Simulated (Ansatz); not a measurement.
Ansatz (an electronic-structure program) input file for butadiene (C₄H₆), SMILES C=CC=C, PBE-D3(BJ)/def2-SVP. 

Ansatz 0.2 input:
```yaml
crystal:
  periodic: [false, false, false]
  atoms:
    - {symbol: C, position_ang: [-0.10914211, 1.85102271, 0.00000000]}
    - {symbol: C, position_ang: [0.40089346, 0.60578012, 0.00000000]}
    - {symbol: C, position_ang: [-0.40089346, -0.60578012, 0.00000000]}
    - {symbol: C, position_ang: [0.10914211, -1.85102271, 0.00000000]}
    - {symbol: H, position_ang: [-1.19182361, 2.01881170, 0.00000000]}
    - {symbol: H, position_ang: [0.53443473, 2.73470604, 0.00000000]}
    - {symbol: H, position_ang: [1.49087838, 0.46923541, 0.00000000]}
    - {symbol: H, position_ang: [-1.49087838, -0.46923541, 0.00000000]}
    - {symbol: H, position_ang: [-0.53443473, -2.73470604, 0.00000000]}
    - {symbol: H, position_ang: [1.19182361, -2.01881170, 0.00000000]}
basis:
  gaussian:
    orbitals: def2-SVP
hamiltonian:
  xc: pbe
  dispersion: d3bj
relax: {f_tol: 0.002, max_steps: 200}
```

Log of the run:

```
WARN ansatz: RAYON_NUM_THREADS=1 ignored (pool sized by the plan → 1); use --threads N
Functional definition: PBE
integrals: 0.03 GiB planned
980 factors; their error is unknown
mean field: 0.20 GiB planned
mean field evaluation 1: about -4226.9011 eV, gradient 5.5e1 eV
mean field evaluation 2: about -4220.7925 eV, gradient 7.3e1 eV
mean field evaluation 4: about -4235.6108 eV, gradient 6.9e0 eV
mean field evaluation 8: about -4235.6820 eV, gradient 4.3e-2 eV
mean field evaluation 16: about -4235.6820 eV, gradient 2.2e-5 eV
mean field -4235.68204026 eV, -155.6584439312 hartree, gradient 2.2e-5 eV, S^2 0.000000; 0 other end points of the search recorded, 0 dependent functions left out
the calculation of the forces begins
reference -4235.68206904 eV, -155.6584449887 hartree; 15, 15 occupied and 71, 71 virtual orbitals, 980 factors
relax step   1: F+E_penalty+E_count = -4235.85552536 eV  Δ(F+E_penalty+E_count) = +0.000e0 eV  max|allowed force component| = 2.370e-1 eV/Å  Δτ_max = 0.0000 Å  (28 SCF iters, accepted)
these checks for a lower state are left out or cut short: starts, cluster_reference, orbital_swaps, neighbouring_geometries, increment
integrals: 0.03 GiB planned
980 factors; their error is unknown
mean field: 0.20 GiB planned
mean field -4235.69019636 eV, -155.6587436621 hartree, gradient 3.7e-6 eV, S^2 0.000000; 0 other end points of the search recorded, 0 dependent functions left out
the calculation of the forces begins
reference -4235.69022528 eV, -155.6587447250 hartree; 15, 15 occupied and 71, 71 virtual orbitals, 980 factors
relax step   2: F+E_penalty+E_count = -4235.86319690 eV  Δ(F+E_penalty+E_count) = -7.672e-3 eV  max|allowed force component| = 6.391e-2 eV/Å  Δτ_max = 0.0116 Å  (32 SCF iters, accepted)
these checks for a lower state are left out or cut short: starts, cluster_reference, orbital_swaps, neighbouring_geometries, increment
integrals: 0.03 GiB planned
980 factors; their error is unknown
mean field: 0.19 GiB planned
mean field evaluation 32: about -4235.6908 eV, gradient 1.3e-5 eV
mean field -4235.69083856 eV, -155.6587672626 hartree, gradient 1.3e-5 eV, S^2 0.000000; 0 other end points of the search recorded, 0 dependent functions left out
the calculation of the forces begins
reference -4235.69086752 eV, -155.6587683270 hartree; 15, 15 occupied and 71, 71 virtual orbitals, 980 factors
relax step   3: F+E_penalty+E_count = -4235.86369498 eV  Δ(F+E_penalty+E_count) = -4.981e-4 eV  max|allowed force component| = 5.797e-3 eV/Å  Δτ_max = 0.0035 Å  (32 SCF iters, accepted)
these checks for a lower state are left out or cut short: starts, cluster_reference, orbital_swaps, neighbouring_geometries, increment
integrals: 0.03 GiB planned
980 factors; their error is unknown
mean field: 0.19 GiB planned
mean field -4235.69084733 eV, -155.6587675851 hartree, gradient 5.4e-5 eV, S^2 0.000000; 0 other end points of the search recorded, 0 dependent functions left out
the calculation of the forces begins
reference -4235.69087630 eV, -155.6587686495 hartree; 15, 15 occupied and 71, 71 virtual orbitals, 980 factors
relax step   4: F+E_penalty+E_count = -4235.86369728 eV  Δ(F+E_penalty+E_count) = -2.303e-6 eV  max|allowed force component| = 2.808e-3 eV/Å  Δτ_max = 0.0003 Å  (20 SCF iters, accepted)
these checks for a lower state are left out or cut short: starts, cluster_reference, orbital_swaps, neighbouring_geometries, increment
integrals: 0.03 GiB planned
980 factors; their error is unknown
mean field: 0.19 GiB planned
mean field -4235.69084036 eV, -155.6587673287 hartree, gradient 7.3e-5 eV, S^2 0.000000; 0 other end points of the search recorded, 0 dependent functions left out
the calculation of the forces begins
reference -4235.69086932 eV, -155.6587683931 hartree; 15, 15 occupied and 71, 71 virtual orbitals, 980 factors
relax step   5: F+E_penalty+E_count = -4235.86369550 eV  Δ(F+E_penalty+E_count) = +1.780e-6 eV  max|allowed force component| = 1.070e-2 eV/Å  Δτ_max = 0.0003 Å  (20 SCF iters, rejected (line search))
these checks for a lower state are left out or cut short: starts, cluster_reference, orbital_swaps, neighbouring_geometries, increment
integrals: 0.03 GiB planned
980 factors; their error is unknown
mean field: 0.19 GiB planned
mean field -4235.69084818 eV, -155.6587676161 hartree, gradient 2.2e-5 eV, S^2 0.000000; 0 other end points of the search recorded, 0 dependent functions left out
the calculation of the forces begins
reference -4235.69087714 eV, -155.6587686805 hartree; 15, 15 occupied and 71, 71 virtual orbitals, 980 factors
relax step   6: F+E_penalty+E_count = -4235.86369786 eV  Δ(F+E_penalty+E_count) = -5.789e-7 eV  max|allowed force component| = 7.836e-4 eV/Å  Δτ_max = 0.0001 Å  (19 SCF iters, accepted)
integrals: 0.03 GiB planned
980 factors; their error is unknown
mean field: 0.19 GiB planned
mean field evaluation 64: about -4235.6908 eV, gradient 6.7e-5 eV
mean field -4235.69084818 eV, -155.6587676161 hartree, gradient 2.7e-5 eV, S^2 0.000000; 1 other end points of the search recorded, 0 dependent functions left out
the calculation of the forces begins
reference -4235.69087714 eV, -155.6587686805 hartree; 15, 15 occupied and 71, 71 virtual orbitals, 980 factors
Total energy: -4235.86372682 eV, -155.6651207892 hartree
Atom 0 at    -0.110223     1.860328     0.000000 Å, force    -0.000065    -0.000189     0.000000 eV/Å
Atom 1 at     0.400527     0.608096    -0.000000 Å, force    -0.000274    -0.000109    -0.000000 eV/Å
Atom 2 at    -0.400527    -0.608096     0.000000 Å, force     0.000274     0.000109     0.000000 eV/Å
Atom 3 at     0.110223    -1.860328    -0.000000 Å, force     0.000065     0.000189    -0.000000 eV/Å
Atom 4 at    -1.199514     2.031799    -0.000000 Å, force     0.000062     0.000568    -0.000000 eV/Å
Atom 5 at     0.538325     2.749169     0.000000 Å, force     0.000207    -0.000219    -0.000000 eV/Å
Atom 6 at     1.497456     0.471792     0.000000 Å, force    -0.000117     0.000784    -0.000000 eV/Å
Atom 7 at    -1.497456    -0.471792     0.000000 Å, force     0.000117    -0.000784    -0.000000 eV/Å
Atom 8 at    -0.538325    -2.749169     0.000000 Å, force    -0.000207     0.000219     0.000000 eV/Å
Atom 9 at     1.199514    -2.031799    -0.000000 Å, force    -0.000062    -0.000568     0.000000 eV/Å
Dipole moment:     0.000000    -0.000000    -0.000000 e Å
```

Self-consistency was reached.
